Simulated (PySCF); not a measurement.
CH6Si, SMILES C[SiH3]. Geometry optimised at PBE0-D3(BJ)/def2-TZVP. The isomer is the one that the SMILES or the coordinates give; other isomers of the formula were not compared.

Calculation: PBE0-D3(BJ)/def2-TZVP (PySCF).

Harmonic wavenumbers (cm⁻¹): 199, 514, 514, 707, 880, 880, 935, 952, 952, 1279, 1453, 1453, 2219, 2220, 2220, 3055, 3141, 3141. Rotational constants (GHz): 56.08, 10.95, 10.95; symmetry number 3.

### Question
Work out the zero-point energy and the ideal-gas rigid-rotor harmonic-oscillator thermochemistry at 298.15 K and 1 atm.

### Answer
ZPE = ½ Σ hcν = ½ × 26712 cm⁻¹ = 159.77 kJ/mol. H − E(el) = 173.31 kJ/mol. Entropy in J/(mol K): translation 156.53, rotation 80.39, vibration 18.42, total 255.34. G − E(el) = 97.17 kJ/mol. Cp = 65.98 J/(mol K).
